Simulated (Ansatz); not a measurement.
**C2H6S (singlet): from Hartree-Fock to the top rungs, 6-31G**

How much of the correlation energy of C2H6S (singlet) does each wave-function method recover here?

The runs use Ansatz 0.2.0, Gaussian basis; 6-31G, core rule «outside noble gas», up to 7 orbitals frozen.

The runs, in order: UHF; CCSD(T) on RHF; BCCD(T) on RHF; CISD; CCSDT(Q) on RHF; CASSCF and MRCISD+Q, 8 electrons in 8 orbitals; CASSCF and NEVPT2, 8 electrons in 8 orbitals.

18 further runs of the same task are left out: 1 that didn't finish, 17 set aside as unsound or not needed.

## 1. The system

The geometry is an MP2(full)/6-31G* stationary point (not a proven minimum).

9 atoms, charge 0, spin multiplicity 1.

Atoms are counted from 1 here; the program's logs count them from 0.

Bond lengths: C1–C2 1.521 Å, C1–H7 1.093 Å, C1–H8 1.093 Å, C1–H9 1.093 Å, C2–S3 1.822 Å, C2–H5 1.092 Å, C2–H6 1.092 Å, S3–H4 1.341 Å. Angles: C2–C1–H7 110.1°, C2–C1–H8 111.0°, C2–C1–H9 111.0°, H7–C1–H8 108.2°, H7–C1–H9 108.2°, H8–C1–H9 108.3°, C1–C2–S3 109.0°, C1–C2–H5 110.2°, C1–C2–H6 110.2°, S3–C2–H5 109.6°, S3–C2–H6 109.6°, H5–C2–H6 108.4°, C2–S3–H4 97.0°.

## 2. UHF

File in.yaml:

```yaml
crystal:
  periodic: [false, false, false]
  atoms:
    - {symbol: C, position_ang: [1.562949, 0.748129, 0.000000]}
    - {symbol: C, position_ang: [0.048606, 0.895129, 0.000000]}
    - {symbol: S, position_ang: [-0.707462, -0.762567, 0.000000]}
    - {symbol: H, position_ang: [-1.986740, -0.359021, 0.000000]}
    - {symbol: H, position_ang: [-0.276364, 1.445199, 0.885793]}
    - {symbol: H, position_ang: [-0.276364, 1.445199, -0.885793]}
    - {symbol: H, position_ang: [2.035109, 1.733799, 0.000000]}
    - {symbol: H, position_ang: [1.903510, 0.206362, 0.885494]}
    - {symbol: H, position_ang: [1.903510, 0.206362, -0.885494]}
basis:
  gaussian: {orbitals: 6-31G}
magnetization: {spin_polarized: true, initial_magnetization: 0}
hamiltonian: {xc: hf}
output: {orbitals: {seedname: orbitals}}
```

On the command line:

```bash
$ ansatz run in.yaml --threads 1 --pin off --events-out ev --progress --plain --max-ram 2560MiB --backend cpu
```

After this run come: CCSD(T) on RHF; BCCD(T) on RHF; CISD; CCSDT(Q) on RHF; CASSCF and MRCISD+Q, 8 electrons in 8 orbitals; CASSCF and NEVPT2, 8 electrons in 8 orbitals.

**Question.** What will the summary of the whole plan be? Wanted: RCCSDT(Q) below the RHF energy; RMP2 from RCCSDT(Q); RCCSD from RCCSDT(Q); RCCSD(T) from RCCSDT(Q); T1 diagnostic.

As calculated:

```
                         quantity                      value
   RCCSDT(Q) below the RHF energy                 -7.7365 eV
              RMP2 from RCCSDT(Q)              +117.6 kJ/mol
             RCCSD from RCCSDT(Q)               +16.7 kJ/mol
          RCCSD(T) from RCCSDT(Q)                +2.2 kJ/mol
levels within 1 kcal/mol (43 meV)  RCCSD(T), BCCD(T), RCCSDT
                    T1 diagnostic                      0.006
```

What this shows: RCCSD(T) misses by +2.2 kJ/mol, 0.3 % of the correlation energy. These misses are within one basis, not against nature.
